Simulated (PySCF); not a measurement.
Cl₂⁺, MP2: how much the basis matters

PySCF, UHF reference; doublet, unpaired electrons π ↑; De to Cl⁺ + Cl without counterpoise correction. Frozen cores follow the default of each basis and core potential.

```csv
basis,relativity,functions,Re (Å),ωe (cm⁻¹),De (eV),frozen orbitals
"6-31G(d,p)",no relativity,36,1.930,600,2.88,10
jorge-DZP-DKH,spin-free X2C,48,1.944,610,3.15,10
aug-pcseg-1,no relativity,54,1.946,602,3.15,10
def2-TZVPPD,no relativity,102,1.895,651,3.87,10
```

(1) How does each smaller set differ from the one with most functions, def2-TZVPPD?

Correlated steps freeze 10 core orbitals. Correlated levels converge slowly with the basis: in double zeta they bind strong bonds too weakly, by up to about 1 eV, and carry superposition errors of some tenths. The state was picked by a PBE0 search and need not be the measured ground state.

## Answers

(1) 6-31G(d,p): +3.5 pm, -7.8 % in ωe, -0.99 eV in De; jorge-DZP-DKH: +4.9 pm, -6.3 % in ωe, -0.72 eV in De; aug-pcseg-1: +5.1 pm, -7.5 % in ωe, -0.72 eV in De. All at MP2; the set with most functions is neither the basis-set limit nor always the best. The rows treat relativity differently, so the differences are not basis effects alone.
